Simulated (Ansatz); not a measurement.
The pair A = CH4 (SMILES C) (first 5 atoms), B = HF (SMILES F); geometry from A24 set.
(charge 0, multiplicity 1):
```xyz
7

C      0.0000     0.0000     1.7707
H      0.5159    -0.8936     1.4203
H      0.0000     0.0000     2.8581
H      0.5159     0.8936     1.4203
H     -1.0319     0.0000     1.4203
H      0.0000     0.0000    -0.5488
F      0.0000     0.0000    -1.4680
```

Frozen-core correlation.

The values were computed with Ansatz (Gaussian basis) for Hartree–Fock, density functionals and correlated methods. 

Total energies (hartree), monomers frozen at their geometry in the pair:

```tsv
structure	HF/aug-cc-pVTZ	PBE/def2-TZVPPD	MP2/aug-cc-pVTZ
AB	-140.2749695	-140.8634747	-140.7582000
A in the pair's basis	-40.2135155	-40.4642901	-40.4145473
B in the pair's basis	-100.0610451	-100.3965835	-100.3412719
A	-40.2134990	-40.4642514	-40.4143734
B	-100.0609656	-100.3965448	-100.3408828
```

Problem. Work out the interaction energy without and with the counterpoise correction, and the superposition error, for each level.

Solution. 
E(AB) − E(A) − E(B), times 627.509 kcal/mol, with the monomers in their own basis and then in the pair's basis:
- HF/aug-cc-pVTZ: -0.32 uncorrected, -0.26 corrected; the monomers gain 0.06 kcal/mol from borrowed functions
- PBE/def2-TZVPPD: -1.68 uncorrected, -1.63 corrected; the monomers gain 0.05 kcal/mol from borrowed functions
- MP2/aug-cc-pVTZ: -1.85 uncorrected, -1.49 corrected; the monomers gain 0.35 kcal/mol from borrowed functions

Ansatz is a first-principles code.
